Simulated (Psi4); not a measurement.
**BH2F− (SMILES [BH2-]F) at UMP2/cc-pVTZ (density fitting, density fitting for correlation, sweep point 3)**

What is the vertical electron affinity of BH2F− at UMP2/cc-pVTZ (density fitting, density fitting for correlation, sweep point 3)? 

Program for the calculation: Psi4 1.11.

## (1) The structure to begin with

BH2F− has 4 atoms, charge -1, and is taken as a doublet. As SMILES, `[BH2-]F`. The coordinates come from a GFN2-xTB relaxation.

Bond lengths: B1–F2 1.499 Å, B1–H3 1.242 Å, B1–H4 1.242 Å. Angles: F2–B1–H3 108.4°, F2–B1–H4 108.4°, H3–B1–H4 113.0°.

## (2) A single-point energy at UMP2/cc-pVTZ (density fitting, density fitting for correlation, sweep point 3)

Input file job.dat:

```
memory 1.6 GB

molecule {
  -1 2
  B     -0.086340     0.304430     0.102380
  F      1.031910    -0.468820     0.732960
  H     -1.140340    -0.333670     0.256190
  H      0.194760     0.498060    -1.091520
  symmetry c1
}

set {
  basis cc-pVTZ
  reference uhf
  puream true
  scf_type df
  num_frozen_docc 0
  maxiter 150
}

energy('mp2')
```

The run is started by

```bash
$ psi4 -i job.dat -o job.out -n 1
```

job.out:

```text
[...]
  Running in c1 symmetry.
[...]
  Nuclear repulsion =   24.681591575925811
[...]
  Multiplicity = 2
[...]
  Nalpha       = 9
  Nbeta        = 8
[...]
    Number of basis functions: 88
[...]
   @DF-UHF iter   1:  -125.25681318207732   -9.15550e-01   3.89974e-03 ADIIS/DIIS
[...]
   @DF-UHF iter  13:  -125.31121261038278   -4.87432e-12   6.35812e-09 DIIS
[...]
   @S^2 Observed:                7.545938995E-01
[...]
    Orbital Energies [Eh]
    ---------------------
    Alpha Occupied:
       1A    -25.990875     2A     -7.368742     3A     -1.279916
       4A     -0.482454     5A     -0.382781     6A     -0.378126
       7A     -0.326832     8A     -0.200288     9A     -0.037761
    Alpha Virtual:
      10A      0.382035    11A      0.421567    12A      0.424890
      13A      0.486229    14A      0.497140    15A      0.574682
      16A      0.708316    17A      0.764311    18A      0.779016
      19A      0.837590    20A      0.853374    21A      0.897459
      22A      1.000001    23A      1.089366    24A      1.253140
      25A      1.290585    26A      1.340614    27A      1.341787
[...]
  @DF-UHF Final Energy:  -125.31121261038278
   => Energetics <=
    Nuclear Repulsion Energy =             24.6815915759258111
    One-Electron Energy =                -227.2436021216941526
    Two-Electron Energy =                  77.2507979353855632
    Total Energy =                       -125.3112126103827819
  UHF NO Occupations:
  HONO-2 :    7  A 1.9995806
  HONO-1 :    8  A 1.9983894
[...]
 Multipole Moments:
 ------------------------------------------------------------------------------------
     Multipole            Electronic (a.u.)      Nuclear  (a.u.)        Total (a.u.)
 ------------------------------------------------------------------------------------
 L = 1.  Multiply by 2.5417464519 to convert [e a0] to [Debye]
 Dipole X            :          2.4821792           -1.7653708            0.7168084
 Dipole Y            :         -0.8553968            0.3023381           -0.5530587
 Dipole Z            :          1.9312820           -1.5623787            0.3689033
 Magnitude           :                                                    0.9776389
[...]
```

Run time: 1.3 s. Hardware: 1 thread of Intel Xeon 6975P-C (Granite Rapids), shared host; peak memory 0.22 GiB.

## (3) Singlet [BH2F]2− at the same level

Input file job.inp:

```
memory 1.6 GB

molecule m {
  -2 1
  B     -0.086340     0.304430     0.102380
  F      1.031910    -0.468820     0.732960
  H     -1.140340    -0.333670     0.256190
  H      0.194760     0.498060    -1.091520
  units angstrom
  symmetry c1
}

set {
  puream true
  scf_type df
  num_frozen_docc 0
}

result = energy("mp2/cc-pVTZ")
```

The run is started by

```bash
$ psi4 -i job.inp -o job.out -n 1
```

job.out:

```text
[...]
  Running in c1 symmetry.
[...]
  Nuclear repulsion =   24.681591575925811
[...]
  Multiplicity = 1
[...]
  Nalpha       = 9
  Nbeta        = 9
[...]
    Number of basis functions: 88
[...]
   @DF-RHF iter   1:  -124.80601746720950   -4.64754e-01   5.77435e-03 DIIS/ADIIS
[...]
   @DF-RHF iter  12:  -124.98981926485096   -1.18519e-11   7.62484e-09 DIIS
[...]
    Orbital Energies [Eh]
    ---------------------
    Doubly Occupied:
       1A    -25.758211     2A     -7.108753     3A     -1.051160
       4A     -0.239887     5A     -0.150701     6A     -0.148832
       7A     -0.083056     8A      0.040054     9A      0.285729
[...]
  @DF-RHF Final Energy:  -124.98981926485096
   => Energetics <=
    Nuclear Repulsion Energy =             24.6815915759258111
    One-Electron Energy =                -230.9131880220174367
    Two-Electron Energy =                  81.2417771812406642
    Total Energy =                       -124.9898192648509649
[...]
 Multipole Moments:
 ------------------------------------------------------------------------------------
     Multipole            Electronic (a.u.)      Nuclear  (a.u.)        Total (a.u.)
 ------------------------------------------------------------------------------------
 L = 1.  Multiply by 2.5417464519 to convert [e a0] to [Debye]
 Dipole X            :          3.8667610           -1.7653708            2.1013902
 Dipole Y            :         -2.4257902            0.3023381           -2.1234521
 Dipole Z            :          2.3337760           -1.5623787            0.7713973
 Magnitude           :                                                    3.0854406
[...]
```

Wall time 1.3 s (1 thread of Intel Xeon 6975P-C (Granite Rapids), shared host); peak memory 0.22 GiB.

## (4) Summary of results

At UMP2/cc-pVTZ (density fitting, density fitting for correlation, sweep point 3):

| quantity | value |
| --- | --- |
| doublet BH2F−: total energy | -125.71006 Eh |
| doublet BH2F−: HOMO energy (Hartree–Fock orbitals) (highest over α and β) | -1.03 eV |
| doublet BH2F−: LUMO energy (Hartree–Fock orbitals) (lowest over α and β) | 9.33 eV |
| doublet BH2F−: correlation energy | -398.9 mEh |
| doublet BH2F−: ⟨S²⟩ of the reference determinant | 0.755 |
| singlet [BH2F]2−: total energy | -125.42109 Eh |
| singlet [BH2F]2−: HOMO energy (Hartree–Fock orbitals) | 7.78 eV |
| singlet [BH2F]2−: LUMO energy (Hartree–Fock orbitals) | 15.91 eV |
| singlet [BH2F]2−: HOMO–LUMO gap (to an unbound level, set by the basis) | 8.13 eV |
| singlet [BH2F]2−: correlation energy | -431.3 mEh |
| vertical electron affinity (to the singlet dianion) | -7.863 eV |

**Reading.** The dianion lies 7.86 eV (759 kJ/mol) above the anion: the electron isn't bound at this level, and such a value depends on the basis. Without diffuse functions anions come out too high. The HOMO (singlet [BH2F]2−) lies at positive energy, 7.78 eV: the electron is unbound at this level or held by a compact basis; values depend on the basis.
